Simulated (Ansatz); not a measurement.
`[F][AlH][SH]` + H₂S → `[SH][AlH][SH]` + H–F  (ligand exchange at the Al–F bond)

Gas-phase electronic energies from Ansatz, PBE0-D4/def2-TZVP geometries. CBS: def2 TZ/QZ extrapolation, frozen cores. Each species was taken in one conformer, which may not be the lowest.

`[F][AlH][SH]`:

Cartesian coordinates in Å:
```
F -2.129 0.149 -0.133
Al -0.543 -0.258 0.032
S 0.895 1.339 -0.258
H -0.149 -1.737 0.381
H 1.925 0.506 -0.023
```

H₂S:

Z-matrix (Å, degrees):
```
S
H 1 1.341
H 1 1.341 2 92.3
```

`[SH][AlH][SH]`:

Z-matrix (Å, degrees):
```
Al
S 1 2.178
S 1 2.178 2 116.1
H 1 1.576 2 122.0 3 180.0
H 2 1.344 1 92.3 3 180.0
H 3 1.345 1 92.3 2 180.0
```

H–F:

Cartesian coordinates in Å:
```
F -0.011 -0.316 -0.334
H 0.011 0.316 0.334
```

| species | CCSD(T)/CBS(def2) energy (Eh) |
| --- | --- |
| `[F][AlH][SH]` | -740.89908 |
| H₂S | -398.97119 |
| `[SH][AlH][SH]` | -1039.44978 |
| H–F | -100.39431 |

Problem. Work out ΔE.

Solution. ΔE = (-1039.44978) + (-100.39431) − (-740.89908) − (-398.97119) = 0.02618 Eh = +16.4 kcal/mol.

Largest T1 diagnostic among the species: 0.012.

At CCSD(T), def2-SVP lies +2.7 kcal/mol from the extrapolated value and def2-TZVPP +0.3 kcal/mol. Leaving LDA and LC-ωPBE aside and taking each functional with its dispersion term where it has one, the values, not all of them listed here, spread over 5.0 kcal/mol, from HSE06-D4 to CAM-B3LYP-D4.
